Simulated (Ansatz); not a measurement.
**AlH₂+ (triplet): B3LYP, r2SCANh, wB97M-V over a scan of the angle H2–Al1–H3, aug-cc-pVTZ**

How well do these functionals follow the top wave-function level for AlH₂+ (triplet) over a scan of the angle H2–Al1–H3?

Program: Ansatz 0.2.0, Gaussian basis. Level of theory: aug-cc-pVTZ, all electrons in the functionals. These are calculated values, not measurements.

Plan: B3LYP, r2SCANh, wB97M-V, at 63.0°; 70.5°; 86.6°; 105.7°; 119.8°; 140.2°; 155.2°; 180.0°.

14 further runs of the same task are left out: 9 that didn't finish, 5 set aside as unsound or not needed.

## 1. The geometry

The geometry derives from a PBE0/def2-TZVP stationary point (not a proven minimum). One angle is set to the value named; bond lengths are kept.

3 atoms, charge 1, spin multiplicity 3.

Atoms are counted from 1 here; the program's logs count them from 0.

Bond lengths: Al1–H2 1.722 Å, Al1–H3 1.722 Å. Angles: H2–Al1–H3 63.0°.

No dispersion term is added; wB97M-V holds VV10 nonlocal correlation. B3LYP takes the VWN-RPA correlation.

The geometry shown and the zero of energy belong to the point 63.0°. The yardstick, FCI, and other wave-function levels (R restricted, U unrestricted, valence and pair active spaces) come from earlier runs.

## 2. B3LYP, 63.0°

The input, in.yaml:

```yaml
crystal:
  periodic: [false, false, false]
  atoms:
    - {symbol: Al, position_ang: [0.000000, 0.000000, -0.102095]}
    - {symbol: H, position_ang: [0.000000, 0.899578, 1.366496]}
    - {symbol: H, position_ang: [0.000000, -0.899578, 1.366496]}
basis:
  gaussian: {orbitals: aug-cc-pVTZ}
total_charge: 1
magnetization: {spin_polarized: true, initial_magnetization: 2}
hamiltonian: {xc: {name: B3LYP}}
```

On the command line:

```bash
ansatz run in.yaml --threads 1 --pin off --events-out ev --progress --plain --max-ram 2393MiB
```

After this run come: B3LYP, 70.5°; B3LYP, 86.6°; B3LYP, 105.7°; B3LYP, 119.8°; B3LYP, 140.2°; B3LYP, 155.2°; B3LYP, 180.0°; r2SCANh, 63.0°; r2SCANh, 70.5°; r2SCANh, 86.6°; r2SCANh, 105.7°; r2SCANh, 119.8°; r2SCANh, 140.2°; r2SCANh, 155.2°; r2SCANh, 180.0°; wB97M-V, 63.0°; wB97M-V, 70.5°; wB97M-V, 86.6°; wB97M-V, 105.7°; wB97M-V, 119.8°; wB97M-V, 140.2°; wB97M-V, 155.2°; wB97M-V, 180.0°.

**Question.** What will the summary of the whole plan be? Wanted: span of the FCI curve; largest miss, B3LYP; largest miss, r2SCANh; largest miss, wB97M-V.

The runs gave:

| quantity | value |
| --- | --- |
| span of the FCI curve | 2.111 eV |
| largest miss, B3LYP | -0.181 eV (180.0°) |
| largest miss, r2SCANh | +0.033 eV (180.0°) |
| largest miss, wB97M-V | -0.157 eV (180.0°) |

In words: Of the functionals, r2SCANh keep the smallest largest miss at the points compared (at most 0.033 eV) and B3LYP strays most (0.181 eV, at 180.0°). Functionals and the yardstick converge differently with the basis, so part of each miss in aug-cc-pVTZ is the basis.
